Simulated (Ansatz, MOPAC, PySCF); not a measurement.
System: C₃H₄N (charge +1, singlet). SMILES: C=CC#[NH+]
Geometry: optimised at B3LYP-D3(BJ)/def2-TZVP (Ansatz, a first-principles code).

Unscaled harmonic wavenumbers (cm⁻¹) in rising order, each level at the stationary point that it reaches from this structure (no distance between atoms moves by over 0.3 Å); the order of modes can differ between levels, and a negative number is imaginary. B3LYP-D3(BJ)/def2-TZVP (PySCF, at the structure above): 228, 358, 414, 598, 617, 694, 900, 970, 1079, 1109, 1308, 1451, 1637, 2347, 3161, 3176, 3260, 3682.

PM3 (MOPAC): 251, 349, 594, 642, 686, 725, 896, 910, 1068, 1079, 1188, 1316, 1774, 2356, 2992, 3104, 3119, 3479. Zero-point energy 37.9 against 38.6 kcal/mol; where all levels lie over 400 cm⁻¹, the wavenumbers are on average 0.990 times those of B3LYP-D3(BJ)/def2-TZVP.

HF/3-21G (Ansatz): 287, 443, 689, 729, 881, 881, 919, 1087, 1238, 1248, 1453, 1593, 1777, 2539, 3337, 3375, 3432, 3822. Zero-point energy 42.5 against 38.6 kcal/mol; where all levels lie over 400 cm⁻¹, the wavenumbers are on average 1.128 times those of B3LYP-D3(BJ)/def2-TZVP.

HF/6-31G* (Ansatz): 254, 399, 592, 646, 749, 760, 922, 1056, 1193, 1214, 1420, 1562, 1789, 2563, 3366, 3408, 3468, 3939. Zero-point energy 41.9 against 38.6 kcal/mol; where all levels lie over 400 cm⁻¹, the wavenumbers are on average 1.088 times those of B3LYP-D3(BJ)/def2-TZVP.

B3LYP/6-31G* (Ansatz): 226, 350, 400, 595, 604, 688, 903, 965, 1070, 1113, 1313, 1459, 1649, 2360, 3192, 3205, 3289, 3731. Zero-point energy 38.8 against 38.6 kcal/mol; where all levels lie over 400 cm⁻¹, the wavenumbers are on average 1.002 times those of B3LYP-D3(BJ)/def2-TZVP.
